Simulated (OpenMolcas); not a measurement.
# COF2 (carbonyl fluoride) at 6 levels

Aim: a comparison of 6 runs (HF/STO-3G, M06-2X/aug-cc-pVDZ, SVWN5/aug-cc-pVDZ, r2SCAN/aug-cc-pVDZ, revPBE/aug-cc-pVDZ, MP2/aug-cc-pVDZ) of COF2 (carbonyl fluoride). 

Program for the calculation: OpenMolcas 26.06.

### 1 The structure to begin with

The species is COF2 (4 atoms), meant as a singlet with charge 0. SMILES: `O=C(F)F`. The shape is that of a PBE0-D4/def2-TZVP optimisation.

Bond lengths: O1–C2 1.169 Å, C2–F3 1.309 Å, C2–F4 1.309 Å. Angles: O1–C2–F3 126.1°, O1–C2–F4 126.1°, F3–C2–F4 107.8°.

### 2 Energy and gradient at HF/STO-3G (run 1)

geom.xyz reads:

```xyz
4

O     -1.242660    -0.157400     0.153910
C     -0.091830    -0.011630     0.011370
F      0.845490    -0.826670     0.424670
F      0.488990     0.995700    -0.589960
```

run.input reads:

```
* CF2O Hartree-Fock
>>> EXPORT MOLCAS_PRINT=2
&gateway
baslib
$CurrDir
coord
geom.xyz
basis
STO-3G
group
NoSym
&seward
&scf
thresholds
1e-10 1e-07 1e-07 1e-05
prorbitals
1 1
&alaska
```

The basis set STO-3G is read from a file made from the Basis Set Exchange's data (not shown).

The run is started by

```console
export MOLCAS_MEM=1860
pymolcas run.input > run.log
```

Standard output:

```text
--- Start Module: gateway ---
[...]
--- Stop Module: gateway /rc=_RC_ALL_IS_WELL_ ---
[...]
      Basis functions           20
[...]
--- Start Module: scf ---
[...]
       Convergence after  13 Iterations
[...]
::    Total SCF energy                               -307.3001651297
[...]
      Total spin, S                                     0.0000000000
[...]
      Total electronic charge=   32.000000
      Total            charge=   -0.000000
[...]
      Dipole Moment (debye):
      Origin of the operator (angstrom)=    0.0663    0.0084   -0.0082
                   X=  8.7750E-01               Y=  1.1116E-01               Z= -1.0869E-01           Total=  8.9117E-01
      Quadrupole Moment (debye*angstrom):
[...]
--- Stop Module: scf /rc=_RC_ALL_IS_WELL_ ---
--- Start Module: alaska ---
[...]
 *              Molecular gradients               *
 **************************************************
  Irreducible representation: a
 ------------------------------------------------------------------------------------------
                              X                       Y                       Z
 ------------------------------------------------------------------------------------------
  O1                9.92522430482090E-02    1.25716670511533E-02   -1.22930843309477E-02
  C2               -4.51435509706704E-02   -5.71384009487635E-03    5.58886091406899E-03
  F3               -3.52803804284942E-02    3.86300477268602E-02   -2.00648932365608E-02
  F4               -1.88283116490489E-02   -4.54878746831557E-02    2.67691166534476E-02
 ------------------------------------------------------------------------------------------
--- Stop Module: alaska /rc=_RC_ALL_IS_WELL_ ---
[...]
```

It took 1.6 s on 1 thread of Arm Neoverse V2, shared host; peak memory 0.37 GiB.

### 3 Energy and forces at M06-2X/aug-cc-pVDZ (run 2)

mol.inp reads:

```
* CF2O Kohn-Sham DFT
>>> EXPORT MOLCAS_PRINT=2

&gateway
  baslib
  $CurrDir
  basisset
  O.aug-cc-pVDZ....
  O1 -1.242660 -0.157400 0.153910 angstrom
  End of Basis
  basisset
  C.aug-cc-pVDZ....
  C2 -0.091830 -0.011630 0.011370 angstrom
  End of Basis
  basisset
  F.aug-cc-pVDZ....
  F3 0.845490 -0.826670 0.424670 angstrom
  F4 0.488990 0.995700 -0.589960 angstrom
  End of Basis

&seward
  gridinput
  Grid=UltraFine
  End of Grid

&scf
  ksdft
  M062X
  thresholds
  1e-10 1e-07 1e-07 1e-05
  prorbitals
  1 2

&alaska
```

The basis set aug-cc-pVDZ is read from a file made from the Basis Set Exchange's data (not shown).

The run is started by

```console
export MOLCAS_MEM=1860
pymolcas mol.inp > mol.log
```

Standard output:

```text
--- Start Module: gateway ---
[...]
--- Stop Module: gateway /rc=_RC_ALL_IS_WELL_ ---
[...]
      Basis functions           92
[...]
--- Start Module: scf ---
[...]
       Convergence after  13 Iterations
[...]
::    Total KS-DFT energy                            -312.9597420341
[...]
      Total spin, S                                     0.0000000000
[...]
      Total electronic charge=   32.000000
      Total            charge=   -0.000000
[...]
      Dipole Moment (debye):
      Origin of the operator (angstrom)=    0.0663    0.0084   -0.0082
                   X=  1.0371E+00               Y=  1.3138E-01               Z= -1.2846E-01           Total=  1.0532E+00
      Quadrupole Moment (debye*angstrom):
[...]
--- Stop Module: scf /rc=_RC_ALL_IS_WELL_ ---
[...]
--- Start Module: alaska ---
[...]
 *              Molecular gradients               *
 **************************************************
  Irreducible representation: a
 ------------------------------------------------------------------------------------------
                              X                       Y                       Z
 ------------------------------------------------------------------------------------------
  O1                9.48861259522005E-03    1.20176063182820E-03   -1.17510409162858E-03
  C2               -3.92991203651327E-04   -4.73584158666718E-05    4.71227084669623E-05
  F3               -5.60475074799172E-03    4.83030875791712E-03   -2.44676297684432E-03
  F4               -3.49087064357700E-03   -5.98471097383246E-03    3.57474435999805E-03
 ------------------------------------------------------------------------------------------
--- Stop Module: alaska /rc=_RC_ALL_IS_WELL_ ---
[...]
```

Run time: 29 s. Hardware: 1 thread of Arm Neoverse V2, shared host; peak memory 0.5 GiB.

### 4 Energy and forces at SVWN5/aug-cc-pVDZ (run 3)

calc.input reads:

```
* CF2O Kohn-Sham DFT
&GATEWAY
BasLib = $CurrDir
BasisSet
O.aug-cc-pVDZ....
O1 -1.242660 -0.157400 0.153910 angstrom
End of Basis
BasisSet
C.aug-cc-pVDZ....
C2 -0.091830 -0.011630 0.011370 angstrom
End of Basis
BasisSet
F.aug-cc-pVDZ....
F3 0.845490 -0.826670 0.424670 angstrom
F4 0.488990 0.995700 -0.589960 angstrom
End of Basis
&SEWARD
GridInput
Grid=UltraFine
End of Grid
&SCF
KSDFT = SVWN5
Thresholds = 1e-10 1e-07 1e-07 1e-05
PrOrbitals = 0
&ALASKA
```

The basis set aug-cc-pVDZ is read from a file made from the Basis Set Exchange's data (not shown).

The run is started by

```console
export MOLCAS_MEM=1860
pymolcas calc.input > calc.log
```

Standard output:

```text
--- Start Module: gateway ---
[...]
--- Stop Module: gateway /rc=_RC_ALL_IS_WELL_ ---
[...]
      Basis functions           92
[...]
--- Start Module: scf ---
[...]
       Convergence after  17 Iterations
[...]
::    Total KS-DFT energy                            -310.9359428681
[...]
      Total spin, S                                     0.0000000000
[...]
      Total electronic charge=   32.000000
      Total            charge=   -0.000000
[...]
      Dipole Moment (debye):
      Origin of the operator (angstrom)=    0.0663    0.0084   -0.0082
                   X=  1.0792E+00               Y=  1.3671E-01               Z= -1.3367E-01           Total=  1.0960E+00
      Quadrupole Moment (debye*angstrom):
[...]
--- Stop Module: scf /rc=_RC_ALL_IS_WELL_ ---
[...]
--- Start Module: alaska ---
[...]
 *              Molecular gradients               *
 **************************************************
  Irreducible representation: a
 ------------------------------------------------------------------------------------------
                              X                       Y                       Z
 ------------------------------------------------------------------------------------------
  O1                2.64964713637852E-02    3.35615734176153E-03   -3.28172953100170E-03
  C2               -1.11292910529421E-02   -1.40740092202463E-03    1.37699520567336E-03
  F3               -9.21945236274091E-03    6.88157412881374E-03   -3.42159386901564E-03
  F4               -6.14772794815011E-03   -8.83033054856952E-03    5.32632819434475E-03
 ------------------------------------------------------------------------------------------
--- Stop Module: alaska /rc=_RC_ALL_IS_WELL_ ---
[...]
```

Run time: 18 s. Hardware: 1 thread of Arm Neoverse V2, shared host; peak memory 0.5 GiB.

Runs 4 to 5 aren't shown in full; the table further down has their settings and results.

### 5 A single-point energy at MP2/aug-cc-pVDZ (run 6)

struct.xyz reads:

```xyz
4

O     -1.242660    -0.157400     0.153910
C     -0.091830    -0.011630     0.011370
F      0.845490    -0.826670     0.424670
F      0.488990     0.995700    -0.589960
```

test.input reads:

```
&GATEWAY
BasLib
$CurrDir
Coord
struct.xyz
Basis
aug-cc-pVDZ
Group
NoSym
&SEWARD
&SCF
Thresholds
1e-10 1e-07 1e-07 1e-05
PrOrbitals
1 1
&MBPT2
Frozen
4
```

The basis set aug-cc-pVDZ is read from a file made from the Basis Set Exchange's data (not shown).

The run is started by

```console
export MOLCAS_MEM=1860
pymolcas test.input > test.log
```

Standard output:

```text
--- Start Module: gateway ---
[...]
--- Stop Module: gateway /rc=_RC_ALL_IS_WELL_ ---
[...]
      Basis functions           92
[...]
--- Start Module: scf ---
[...]
       Convergence after  15 Iterations
[...]
::    Total SCF energy                               -311.6551150765
[...]
      Total spin, S                                     0.0000000000
[...]
      Total electronic charge=   32.000000
      Total            charge=   -0.000000
[...]
      Dipole Moment (debye):
      Origin of the operator (angstrom)=    0.0663    0.0084   -0.0082
                   X=  1.1703E+00               Y=  1.4825E-01               Z= -1.4496E-01           Total=  1.1885E+00
      Quadrupole Moment (debye*angstrom):
[...]
--- Stop Module: scf /rc=_RC_ALL_IS_WELL_ ---
[...]
--- Start Module: mbpt2 ---
[...]
WARNING!
Default frozen orbitals as non valence orbitals is overwritten by user input.
Default values:   4
[...]
       Reference weight ( Cref**2 )         =        0.84965
::    Total MBPT2 energy                             -312.3765607259
[...]
      Total MBPT2 calculations                           0.27      0.31
--- Stop Module: mbpt2 /rc=_RC_ALL_IS_WELL_ ---
[...]
```

It took 7.2 s on 1 thread of Arm Neoverse V2, shared host; peak memory 0.5 GiB.

### 6 The series

| run | level | integration grid | task | energy (Eh) | dipole moment (D) of the reference | HOMO energy (eV) | LUMO energy (eV) | wall time |
| --- | --- | --- | --- | --- | --- | --- | --- | --- |
| 1 | HF/STO-3G | – | gradient | -307.300165 | 0.89 | -11.32 | 7.98 | 1.6 s |
| 2 | M06-2X/aug-cc-pVDZ | UltraFine | gradient | -312.959742 | 1.05 | -12.22 | 0.10 | 29 s |
| 3 | SVWN5/aug-cc-pVDZ | UltraFine | gradient | -310.935943 | 1.10 | -8.73 | -2.06 | 18 s |
| 4 | r2SCAN/aug-cc-pVDZ | UltraFine | gradient | -312.925210 | 1.13 | -8.93 | -1.42 | 32 s |
| 5 | revPBE/aug-cc-pVDZ | UltraFine | gradient | -312.968407 | 1.10 | -8.42 | -1.62 | 23 s |
| 6 | MP2/aug-cc-pVDZ | – | energy | -312.376561 | 1.19 | -15.20 | 1.74 | 7.2 s |

### 7 Results

| quantity | value |
| --- | --- |
| run 6: total energy | -312.37656 Eh |
| run 6: dipole moment (mean-field density) | 1.19 D |
| run 6: HOMO energy (Hartree–Fock orbitals) | -15.20 eV |
| run 6: LUMO energy (Hartree–Fock orbitals) | 1.74 eV |
| run 6: HOMO–LUMO gap (Hartree–Fock orbitals) | 16.94 eV |
| run 6: correlation energy (4 core orbitals frozen) | -721.4 mEh |

**Reading.** Over runs 1, 2, 3, 4, 5 the dipole moment (its size) runs from 0.89 D (HF/STO-3G) to 1.13 D (r2SCAN/aug-cc-pVDZ). The two ends differ in method and basis. Over runs 1, 2, 3, 4, 5 the HOMO–LUMO gap runs from 6.67 eV (SVWN5/aug-cc-pVDZ) to 19.30 eV (HF/STO-3G). Totals of different functionals can't be ranked against each other. In run 1 the basis is minimal, so the values are rough. All runs together took 1.9 min, the longest 32 s.
